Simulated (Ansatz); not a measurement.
System: fcc Pd. Method: r²SCAN in Ansatz (PAW).

Numerical settings: plane-wave cutoff 600 eV, 20×20×20 k mesh, Fermi–Dirac smearing 0.1 eV, finite displacements, scalar-relativistic PAW data made under PBE.

Computed at the level's own relaxed cell.

```yaml
crystal:
  lattice:
    - [0.00000, 1.95418, 1.95418]
    - [1.95418, 0.00000, 1.95418]
    - [1.95418, 1.95418, 0.00000]
  atoms:
    - { symbol: Pd, position: [0.00000, 0.00000, 0.00000] }
```

Harmonic phonon frequencies (cm⁻¹; i marks an imaginary mode):

```json
[
 {"q point": "X", "frequencies": "150 150 216"},
 {"q point": "L", "frequencies": "107 107 224"}
]
```

No imaginary mode appears at these points.

Ansatz is a first-principles code.
